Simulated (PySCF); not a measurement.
**CH2BH: geometry, NMR shifts, spin-spin couplings, electronic excitations and core binding energies**

Aim: predict the NMR shifts, spin-spin couplings, electronic excitations and core binding energies of CH2BH (`B=C`).

The runs use PySCF 2.14.0, with density-fitted response routines of our own; the level of theory stands in each step. All values are computed, except where a source is named. Atoms are numbered from 0 throughout.

## Step 1: Starting geometry

5 atoms, charge 0, multiplicity 1; geometry from: GFN2-xTB.

Bonds of the start (Å): B0–C1 1.38, B0–H2 1.15, C1–H3 1.08, C1–H4 1.08.

## Step 2: Optimising the geometry at PBE0-D3(BJ)/def2-SVP

Job settings and geometry (Å):

```
{"job": {"xc": "PBE0", "basis": "def2-SVP", "d3": "d3bj", "grid": 1, "kind": "geom"}, "charge": 0, "multiplicity": 1}
B      0.823640     0.001130     0.211960
C     -0.518100    -0.002100    -0.103680
H      1.941170     0.011000     0.472640
H     -1.231910     0.724090     0.256600
H     -0.997560    -0.728420    -0.743030
```

**Question.** This job is followed by: GIAO PBE0/pcSseg-1 NMR shielding, non-relativistic, gas phase; B3LYP/pcJ-1 indirect spin-spin coupling, non-relativistic, gas phase; TDDFT CAM-B3LYP/def2-SVPD, vertical, gas phase, core orbitals frozen in the response; GIAO PBE/pcSseg-2 NMR shielding, non-relativistic, gas phase; delta-SCF UKS SCAN, pcX-2 on the ionised atom, pcseg-1 elsewhere, spin-free X2C. What will the session give for the following? point group; rotational constants (main isotopes); ¹³C shifts against TMS (PBE0/pcSseg-1); ¹H shifts against TMS (PBE0/pcSseg-1, means over atoms taken as alike); ¹¹B shifts against BF3·OEt2 (PBE0/pcSseg-1); largest coupling of the table (B3LYP/pcJ-1); lowest singlet (CAM-B3LYP/def2-SVPD); brightest single state of those computed; lowest triplet; vertical ionisation energy (ΔSCF); vertical electron affinity (ΔSCF); C1s binding energies, SCAN/pcX-2; range of the shift of B0.

The runs gave:

| quantity | value |
| --- | --- |
| point group | C2v |
| rotational constants (main isotopes) | 292.70, 28.39, 25.88 GHz |
| ¹³C shifts against TMS (PBE0/pcSseg-1) | 54.4 ppm |
| ¹H shifts against TMS (PBE0/pcSseg-1, means over atoms taken as alike) | 7.66, 4.20 ppm |
| ¹¹B shifts against BF3·OEt2 (PBE0/pcSseg-1) | 101.7 ppm |
| largest coupling of the table (B3LYP/pcJ-1) | ¹J(B,H) B0–H2, 214.7 Hz |
| lowest singlet (CAM-B3LYP/def2-SVPD) | 3.13 eV (396 nm), f = 0.000 |
| brightest single state of those computed | state 10, 9.46 eV, f = 0.341 |
| lowest triplet | 2.73 eV |
| vertical ionisation energy (ΔSCF) | 9.31 eV |
| vertical electron affinity (ΔSCF) | -0.62 eV (unbound: the value hangs on the basis) |
| C1s binding energies, SCAN/pcX-2 | C1 289.72 eV |
| range of the shift of B0 | 98.5 to 101.7 ppm |

In words: The optimisation took 6 steps and gained 0.044 eV; among the close pairs (by a distance rule), B0–H2 changed most, from 1.148 to 1.189 Å. No frequency check was run at this level, so the end point may be a saddle. At PBE0/pcSseg-1: Shielding is most anisotropic at C1 (span 215 ppm, paramagnetic term -131 ppm). Of the pairs tabulated at B3LYP/pcJ-1, B0–H2 couples most strongly (214.7 Hz; Fermi contact 216.5 Hz). The first singlet state (HOMO→LUMO 0.99) lies at 3.13 eV and is dark; of the 10 states computed, the strongest absorption comes from state 10 at 9.46 eV (the last computed, so partners may be missing). The lowest triplet lies 0.41 eV below the lowest singlet (triplets in Tamm-Dancoff, singlets in full TDDFT). At CAM-B3LYP/def2-SVPD, the highest states lie near or above the ionisation energy, where they hang on the basis. ΔSCF puts the ionisation energy at 9.31 eV, 1.26 eV above −ε(HOMO). In ppm, B0 moves most: its shift spreads over 3.1 ppm, from 98.5 (PBE/pcSseg-2) to 101.7 (PBE0/pcSseg-1).
